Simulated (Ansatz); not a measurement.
`C#CCC` + H₂ → `C#CC` + CH₄ at 700 K and 1 bar (hydrogenolysis of a C–C bond).

Program: Ansatz. Geometries: PBE0-D4/def2-TZVP. ΔE: electronic, gas phase. CCSD(T)/CBS is the MP2 limit (def2-TZVPP, def2-QZVPP) plus CCSD(T) − MP2 in def2-TZVPP, frozen cores. This one scheme is used for every species.

```tsv
species	CCSD(T)/CBS energy (Eh)	H − E (kJ/mol)	S (J/(mol·K))
`C#CCC`	-155.75665	283.5	380.7
H₂	-1.17544	46.8	155.3
`C#CC`	-116.49627	191.4	312.9
CH₄	-40.46206	145.9	224.0
```

H − E and S are ideal-gas, rigid-rotor, harmonic terms from PBE0-D4/def2-TZVP. For small species the MP2-based limit differs from directly extrapolated CCSD(T) by up to some mEh (0.8 for H₂); such offsets cancel only in part. 1 Eh = 2625.50 kJ/mol, R = 8.31446 J/(mol·K).

**Question.** By hand: ΔE, ΔH, ΔS and ΔG.

**Answer.** ΔE = (-116.49627) + (-40.46206) − (-155.75665) − (-1.17544) = -0.02624 Eh = -68.9 kJ/mol. Δ(H − E) = 191.4 + 145.9 − 283.5 − 46.8 = 7.0, so ΔH = -61.9 kJ/mol. ΔS = 312.9 + 224.0 − 380.7 − 155.3 = 0.9 J/(mol·K). ΔG = -61.9 − 700 × (0.9)/1000 = -62.5 kJ/mol.

**Question.** By hand: the equilibrium constant, and the temperature at which ΔG would vanish if ΔH and ΔS stayed fixed.

**Answer.** log₁₀ K = −ΔG/(RT ln 10) = 4.7. ΔH and −TΔS have one sign here, so there is no such temperature.

The number of gas molecules stays the same, so ΔS is small and ΔH decides. A doubt of 5 kJ/mol in ΔE shifts log₁₀ K by 0.4 here. These are equilibria of isolated gas molecules and say nothing of rates. Largest T1 diagnostic: 0.011 (customary marks: 0.02 for closed shells, 0.045 for open ones).

ΔS is within the doubt of such terms, so its sign, and with it that verdict, could turn.
